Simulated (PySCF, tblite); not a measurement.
Compound: 3-hexyne, C6H10.
SMILES with atom numbers: `[CH3:1][CH2:2][C:3]#[C:4][CH2:5][CH3:6]` (hydrogens: H7, H8, H9 on C1; H10, H11 on C2; H12, H13 on C5; H14, H15, H16 on C6)

Computed with GFN2-xTB (tblite), gas phase: Langevin dynamics at 200 K from the optimised GFN2-xTB geometry, time step 0.5 fs, friction 0.01 fs⁻¹, 2000 steps. Over the second half of the run the saved frames average 226 K.

Frame at 250 fs, instantaneous temperature 184 K:
```
atom  x, y, z in Å
C1      2.494    0.125    0.210
C2      1.460   -0.566   -0.680
C3      0.129   -0.609   -0.117
C4     -0.966   -0.695    0.411
C5     -2.313   -0.687    0.973
C6     -3.117    0.413    0.218
H7      2.599   -0.299    1.179
H8      3.476    0.026   -0.388
H9      2.350    1.226    0.296
H10     1.373   -0.047   -1.675
H11     1.753   -1.600   -0.878
H12    -2.224   -0.423    2.072
H13    -2.796   -1.604    0.875
H14    -2.581    1.327    0.366
H15    -4.122    0.397    0.568
H16    -3.059    0.276   -0.871
```

Frame at 425 fs, instantaneous temperature 264 K:
```
atom  x, y, z in Å
C1      2.170   -0.174    0.581
C2      1.029   -0.426   -0.455
C3     -0.233   -0.475    0.288
C4     -1.287   -0.465    0.852
C5     -2.635   -0.546    1.426
C6     -3.690   -0.504    0.314
H7      2.166   -0.948    1.320
H8      3.126   -0.132    0.056
H9      2.090    0.826    1.076
H10     1.008    0.366   -1.196
H11     1.172   -1.391   -0.946
H12    -2.750    0.274    2.150
H13    -2.735   -1.455    2.052
H14    -3.458    0.214   -0.435
H15    -4.709   -0.280    0.732
H16    -3.804   -1.496   -0.216
```

Frame at 625 fs, instantaneous temperature 264 K:
```
atom  x, y, z in Å
C1      2.267   -0.642    0.466
C2      1.204    0.179   -0.200
C3     -0.115   -0.046    0.243
C4     -1.246   -0.317    0.554
C5     -2.541   -0.662    1.098
C6     -3.579   -1.173    0.051
H7      2.047   -1.704    0.354
H8      3.239   -0.366    0.065
H9      2.317   -0.428    1.553
H10     1.459    1.205    0.071
H11     1.298    0.224   -1.305
H12    -2.915    0.292    1.551
H13    -2.392   -1.438    1.836
H14    -3.389   -0.684   -0.886
H15    -4.586   -0.947    0.378
H16    -3.507   -2.208   -0.084
```

Frame at 800 fs, instantaneous temperature 221 K:
```
atom  x, y, z in Å
C1      2.311   -0.792    0.482
C2      1.405    0.476    0.410
C3      0.059    0.115    0.857
C4     -1.033   -0.288    1.087
C5     -2.436   -0.559    1.460
C6     -3.123   -1.413    0.400
H7      2.211   -1.359   -0.481
H8      3.354   -0.482    0.541
H9      1.998   -1.438    1.297
H10     1.759    1.201    1.170
H11     1.434    0.815   -0.583
H12    -2.943    0.421    1.665
H13    -2.407   -1.104    2.430
H14    -3.224   -0.836   -0.514
H15    -4.140   -1.675    0.693
H16    -2.473   -2.265    0.293
```

Frame at 1000 fs, instantaneous temperature 263 K:
```
atom  x, y, z in Å
C1      2.310   -0.030    0.574
C2      1.178    0.888    1.022
C3     -0.131    0.254    0.974
C4     -1.229   -0.201    1.119
C5     -2.552   -0.732    1.085
C6     -2.941   -1.343   -0.274
H7      2.076   -0.411   -0.388
H8      3.274    0.500    0.548
H9      2.390   -0.957    1.224
H10     1.363    1.240    2.014
H11     1.070    1.759    0.392
H12    -3.132    0.142    1.286
H13    -2.794   -1.453    1.919
H14    -2.612   -0.786   -1.180
H15    -3.975   -1.343   -0.277
H16    -2.520   -2.383   -0.324
```

Problem. What do single points at PBE0/pcSseg-1 (PySCF, gas phase) give on these frames?

Solution. 
```csv
t (fs),GFN2-xTB E above start (eV),DFT E above lowest frame (eV),HOMO (eV),LUMO (eV),dipole (D)
250,0.35,0.17,-6.97,1.14,0.15
425,0.20,0.00,-7.13,1.20,0.18
625,0.33,0.14,-6.94,1.02,0.11
800,0.30,0.17,-7.14,1.20,0.11
1000,0.40,0.22,-7.02,1.25,0.27
```

The two levels order the frames alike by energy but for pairs within 0.08 eV at one level; measured from each level's lowest frame they differ by 0.07 eV at most. The HOMO–LUMO gap runs from 7.96 to 8.34 eV. These are instantaneous structures, not minima.

Problem. And the isotropic GIAO shieldings (ppm) from the same runs?

Solution. 
| atom | 250 fs | 425 fs | 625 fs | 800 fs | 1000 fs | mean | range |
| --- | --- | --- | --- | --- | --- | --- | --- |
| C1 | 167.3 | 167.5 | 169.5 | 164.6 | 169.5 | 167.7 | 4.9 |
| C2 | 168.4 | 169.9 | 175.7 | 172.4 | 173.7 | 172.0 | 7.3 |
| C3 | 96.3 | 97.6 | 100.0 | 97.1 | 99.2 | 98.0 | 3.7 |
| C4 | 96.8 | 99.1 | 97.3 | 98.4 | 98.1 | 97.9 | 2.3 |
| C5 | 169.1 | 170.4 | 171.7 | 166.2 | 172.4 | 170.0 | 6.2 |
| C6 | 167.7 | 167.4 | 174.2 | 170.9 | 168.0 | 169.6 | 6.8 |
| H7 | 30.9 | 30.8 | 30.3 | 29.5 | 31.1 | 30.5 | 1.6 |
| H8 | 29.2 | 30.6 | 30.6 | 30.3 | 30.4 | 30.2 | 1.4 |
| H9 | 29.7 | 29.8 | 30.0 | 30.4 | 29.5 | 29.9 | 0.9 |
| H10 | 28.6 | 29.5 | 29.4 | 29.1 | 29.9 | 29.3 | 1.3 |
| H11 | 29.2 | 29.4 | 29.2 | 30.3 | 29.8 | 29.6 | 1.1 |
| H12 | 28.6 | 29.4 | 28.6 | 28.6 | 29.8 | 29.0 | 1.2 |
| H13 | 30.7 | 29.1 | 29.4 | 29.0 | 29.0 | 29.4 | 1.7 |
| H14 | 30.7 | 31.0 | 31.0 | 30.4 | 30.0 | 30.6 | 1.0 |
| H15 | 31.0 | 29.8 | 30.9 | 30.6 | 31.7 | 30.8 | 1.9 |
| H16 | 30.3 | 29.4 | 31.4 | 30.5 | 29.4 | 30.2 | 2.0 |

What follows is the cost of the whole dynamics run. Hardware: Arm Neoverse V2, one thread, no GPU, shared host. Cost: 6.8 s, 0.18 GiB resident at most.
